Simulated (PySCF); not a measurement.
Gas-phase reaction: AlH + C4H10 (n-butane) = AlH(CH3)2 + 2 CH2

Energies from PySCF, thermal terms from the rigid-rotor harmonic-oscillator model, ideal gas at 1 bar. † marks an energy on the PBE0/def2-TZVP geometry and frequencies; other levels use their own. 6-31G* has spherical d functions here. Open shells (unrestricted): CH2 (multiplicity 3); the rest are closed-shell singlets. B3LYP is the form with VWN-RPA correlation. AlH(CH3)2: computed as isolated molecules; such fragments, hydroxides, amides, oligomers or adducts are transient or little studied in the gas.

HF/6-31G* gives ΔH°(298 K) = 426 kJ.

Task: What do ωB97M-V/def2-TZVP†, PBE0/def2-SVP†, B3LYP/6-31G* give?

Result: ωB97M-V/def2-TZVP†: 668 kJ; PBE0/def2-SVP†: 666 kJ; B3LYP/6-31G*: 682 kJ. For scale, ΔH°(298 K) is 426 kJ at this level, 668 kJ at ωB97M-V/def2-TZVP†, and runs from 400 to 788 kJ over the 17 levels computed († marks an energy on the PBE0/def2-TZVP geometry).
